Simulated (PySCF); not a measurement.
**Functional benchmark on one molecule**

Molecule: `CCCCC`, C5H12.

Geometry (Å), atoms numbered from 1 in this order:
```xyz
17

C    -2.5451   -0.2703    0.3086
C    -1.2389    0.4288    0.6500
C    -0.0157   -0.2357    0.0336
C     1.2977    0.4572    0.3699
C     2.5129   -0.2139   -0.2497
H    -3.4095    0.2330    0.7678
H    -2.7133   -0.2929   -0.7803
H    -2.5430   -1.3147    0.6605
H    -1.2837    1.4816    0.3185
H    -1.1145    0.4681    1.7469
H     0.0325   -1.2897    0.3644
H    -0.1364   -0.2754   -1.0649
H     1.2461    1.5099    0.0391
H     1.4146    0.4966    1.4676
H     2.4401   -0.2356   -1.3491
H     3.4452    0.3098    0.0111
H     2.6107   -1.2570    0.0921
```

Geometry PBE0-D3(BJ)/def2-SVP throughout; GIAO in PySCF 2.14, gas phase, one conformer, non-relativistic; equivalent atoms averaged; basis pcSseg-1.

Reference values (measured; solution, C6D6, 298 K; Fulmer et al., Organometallics 2010, 29, 2176): δ(H6/H7/H8/H15/H16/H17) = 0.87 ppm, δ(C1/C5) = 14.2 ppm, δ(C2/C4) = 22.7 ppm, δ(C3) = 34.5 ppm. Computed shifts are taken against TMS, calculated as an isolated molecule at each level.

**Question.** How do the functionals HF, LDA, PBE, BLYP, BP86, OPBE, KT2, KT3, B97-D, B3LYP, PBE0, mPW1PW91, WP04, B97-2, BHandHLYP, CAM-B3LYP, wB97X-D, LC-wPBE perform against the reference? Times are CPU seconds on shared hosts with different chips, so compare them loosely.

**Answer.** 
```csv
functional,kind,H6/H7/H8/H15/H16/H17,C1/C5,C2/C4,C3,abs. error H,mean abs. error C,core-s
HF,Hartree–Fock,1.04,16.5,24.3,34.0,0.17,1.5,5
LDA,LDA,0.99,15.7,28.2,41.7,0.12,4.7,13
PBE,GGA,1.01,17.2,29.2,40.9,0.14,5.3,17
BLYP,GGA,1.04,18.0,30.8,42.6,0.17,6.7,17
BP86,GGA,1.01,17.3,29.0,40.4,0.14,5.1,17
OPBE,GGA,0.98,17.1,27.6,37.4,0.11,3.6,17
KT2,GGA,1.01,17.1,28.9,40.1,0.14,4.9,18
KT3,GGA,1.01,17.7,29.4,39.5,0.14,5.1,17
B97-D,GGA,1.04,17.9,29.4,40.1,0.17,5.3,17
B3LYP,global hybrid,1.03,17.4,29.0,40.3,0.16,5.1,12
PBE0,global hybrid,1.00,16.8,27.2,38.2,0.13,3.6,26
mPW1PW91,global hybrid,1.00,16.9,27.2,37.9,0.13,3.5,13
WP04,global hybrid,0.95,18.2,28.9,37.8,0.08,4.5,14
B97-2,global hybrid,1.01,17.2,27.5,37.9,0.14,3.7,13
BHandHLYP,global hybrid,1.02,16.9,26.9,37.8,0.15,3.4,14
CAM-B3LYP,range-separated hybrid,1.02,16.6,27.4,38.9,0.15,3.8,16
wB97X-D,range-separated hybrid,1.00,16.8,26.5,37.2,0.13,3.0,16
LC-wPBE,range-separated hybrid,0.97,15.7,24.4,34.8,0.10,1.2,23
```

For 1H the closest is WP04 (0.08 ppm, with LC-wPBE practically level) and the furthest B97-D (0.17 ppm).

For 13C the closest is LC-wPBE (1.2 ppm) and the furthest BLYP (6.7 ppm). One molecule is a small sample, and vibrational and solvent effects are absent from the calculation.
